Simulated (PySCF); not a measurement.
Compound: acetamide, C2H5NO.
Atom-mapped SMILES: `[CH3:1][C:2]([NH2:3])=[O:4]` (hydrogens: H5, H6, H7 on C1; H8, H9 on N3)

Method: PySCF, PBE0-D3(BJ)/def2-SVP geometry optimisation, gas phase.

(1) What internal coordinates does the optimisation give?

## Answers

(1) 
```tsv
bond	length (Å)
C1–C2	1.514
C2–N3	1.360
C2=O4	1.213
C1–H5, C1–H6, C1–H7	1.099
N3–H8	1.012
N3–H9	1.008
```

Bonds in one row agree within 0.01 Å and their mean is given. A selection of angles:
```tsv
angle	degrees
C2–C1–H5	108.4
C2–C1–H6	114.3
H5–C1–H6	109.2
H5–C1–H7	107.0
C1–C2–N3	115.5
C1–C2–O4	122.0
N3–C2–O4	122.5
C2–N3–H8	118.1
C2–N3–H9	122.8
H8–N3–H9	119.1
```

Of the pairs four or more bonds apart, H6···H9 is among the closest relative to their van der Waals radii: 2.30 Å, 96 % of the sum of Bondi's values. N3 (amide nitrogen) is planar (angles 122.8°, 119.1° and 118.1°, sum 360.0°, 0.00 Å off the plane of its three neighbours). The 4 heavy atoms lie in one plane (0.000 Å rms).

Whether it is a minimum is left open (no frequencies). The numbers are those of one conformer (C1–C2–N3–H 180° and 0°).
